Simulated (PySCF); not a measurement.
Species: Si(SH)H3.
InChI=1S/H4SSi/c1-2/h1H,2H3

Method used: PBE0-D3(BJ)/def2-SVP geometry optimisation, gas phase in PySCF 2.14.0.

Take the most abundant isotopes and a rigid rotor. 

Task: Give the principal moments of inertia and the rotational constants in cm⁻¹.

Result: Ia = 7.73, Ib = 81.11, Ic = 82.91 u·Å²; 505379 MHz·u·Å²/I gives 65383, 6231 and 6095 MHz, that is A = 2.18096, B = 0.20784, C = 0.20331 cm⁻¹.

Task: What kind of rotor is it?

Result: A near-prolate asymmetric top. Ray's parameter κ = (2B − A − C)/(A − C) = -0.995; −1 is the prolate and +1 the oblate limit.

Task: Is it planar, by Δ = Ic − Ia − Ib?

Result: Not planar: Δ = Ic − Ia − Ib = -5.92 u·Å². For a rigid frame Δ = −2 Σ m c², so Σ m c² = 2.96 u·Å² lies off the ab plane, practically all of it from hydrogen. The atom farthest from that plane is 1.22 Å away.

Task: Give the other two planar moments, Paa and Pbb, and the rms extents of the mass along the axes.

Result: Paa = Σ m a² = (Ib + Ic − Ia)/2 = 78.15 and Pbb = Σ m b² = (Ia + Ic − Ib)/2 = 4.77 u·Å². With the mass M = 63.98 u, the rms extents √(P/M) along a, b and c are 1.11, 0.27, 0.22 Å.

Task: Give the coordinates in the principal-axis frame, origin at the centre of mass.

Result: The sense of each axis is arbitrary; atoms in the order of the calculation.
```csv
atom,mass (u),a (Å),b (Å),c (Å)
Si1,27.977,-1.086,-0.003,0.000
S2,31.972,1.062,0.042,0.000
H3,1.008,1.205,-1.302,-0.001
H4,1.008,-1.499,1.428,0.028
H5,1.008,-1.627,-0.709,1.200
H6,1.008,-1.632,-0.661,-1.224
```

Task: List the rotational levels J(Ka,Kc) to J = 3 (cm⁻¹).

Result: Above 0(0,0):
J = 1: 1(0,1) 0.4112, 1(1,1) 2.3843, 1(1,0) 2.3888
J = 2: 2(0,2) 1.2334, 2(1,2) 3.2020, 2(1,1) 3.2156, 2(2,1) 9.1350, 2(2,0) 9.1350
J = 3: 3(0,3) 2.4669, 3(1,3) 4.4287, 3(1,2) 4.4559, 3(2,2) 10.3684, 3(2,1) 10.3685, 3(3,1) 20.2453, 3(3,0) 20.2453
Those of J = 1 are B + C, A + C and A + B.

Task: Which lines would a microwave search look for?

Result: The dipole components are |μa| = 0.70 D, |μb| = 0.99 D, |μc| = 0.00 D; the mirror of this Cs structure is the ab plane, so μc vanishes by symmetry and there are no c-type lines. Intensities carry the squares of the components, which stand as 0.50 : 1.00 (a : b). Some lines, for components of 0.1 D or more:

| type | branch | J(Ka,Kc) | MHz | lower level (cm⁻¹) |
| --- | --- | --- | --- | --- |
| a | Q | 2(1,1) ← 2(1,2) | 407 | 3.202 |
| a | R | 1(0,1) ← 0(0,0) | 12326 | 0.000 |
| a | R | 2(1,2) ← 1(1,1) | 24516 | 2.384 |
| a | R | 2(0,2) ← 1(0,1) | 24652 | 0.411 |
| a | R | 2(1,1) ← 1(1,0) | 24788 | 2.389 |
| b | Q | 1(1,0) ← 1(0,1) | 59288 | 0.411 |
| b | Q | 2(1,1) ← 2(0,2) | 59424 | 1.233 |
| b | R | 1(1,1) ← 0(0,0) | 71479 | 0.000 |
| b | R | 2(1,2) ← 1(0,1) | 83669 | 0.411 |
| b | Q | 2(2,0) ← 2(1,1) | 177458 | 3.216 |
| b | Q | 2(2,1) ← 2(1,2) | 177865 | 3.202 |
| b | R | 2(2,1) ← 1(1,0) | 202245 | 2.389 |
| b | R | 2(2,0) ← 1(1,1) | 202381 | 2.384 |

Task: Estimate the classical rotational partition function at 25 K, 50 K and 500 K.

Result: Point group Cs, symmetry number σ = 1; q = (√π/σ)·√((kT/h)³/(ABC)), k/h = 20836.6 MHz/K: 423 at 25 K, 1200 at 50 K, 37800 at 500 K.

No PBE0-D3(BJ)/def2-SVP frequencies stand behind this structure, so it isn't proved a minimum. No vibrational averaging or centrifugal distortion is included, and the geometry carries the error of its method. A rigid rotor knows nothing of internal rotation, which can split or shift real lines.

Time: 3.2 s. Hardware: an x86-64 server with one thread, shared host. That covers the optimisation of the geometry.
